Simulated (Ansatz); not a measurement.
Born–Oppenheimer molecular dynamics of AlH5N2 (8 atoms, charge 0, multiplicity 1). It goes on from the last frame of an earlier run, with new velocities.

Method: RKS PBE0-D4/def2-SVP in Ansatz 0.2.0.

| Property | Result |
| --- | --- |
| ensemble | NVT, Langevin thermostat |
| time step | 0.5 fs |
| steps asked | 166 |
| set temperature | 300 K |
| friction | 0.01 /fs |
| seed | 903413 |

First frame:

```xyz
8
Properties=species:S:1:pos:R:3
Al 0.008 0.052 -0.061
H 0.153 0.125 1.496
N 1.522 0.109 -0.932
H 1.652 0.116 -1.945
H 2.374 0.042 -0.412
N -1.544 -0.164 -0.936
H -2.493 -0.229 -0.570
H -1.620 -0.174 -1.942
```

Task: How far do the bonds stretch over the last three quarters of this one trajectory? (Pairs bonded in most of those frames.)

Result: 
| bond | mean (Å) | spread (Å) | shortest | longest |
| --- | --- | --- | --- | --- |
| Al1–H2 | 1.586 | 0.019 | 1.54 | 1.62 |
| Al1–N3 | 1.781 | 0.029 | 1.72 | 1.84 |
| Al1–N6 | 1.789 | 0.052 | 1.70 | 1.87 |
| N3–H4 | 1.015 | 0.018 | 0.98 | 1.05 |
| N3–H5 | 1.016 | 0.023 | 0.98 | 1.05 |
| N6–H7 | 1.015 | 0.009 | 1.00 | 1.04 |
| N6–H8 | 1.015 | 0.012 | 0.99 | 1.04 |

Mean temperature of the second half: 195 K. The mean temperature of the second half is 35 % below the set value. A run of 0.083 ps of so small a system gives no equilibrium averages.

The run took 5.3 min on 2 threads of Intel(R) Xeon(R) Platinum 8259CL CPU @ 2.50GHz (Skylake/Cascade Lake) (shared host), peak memory 0.16 GiB.
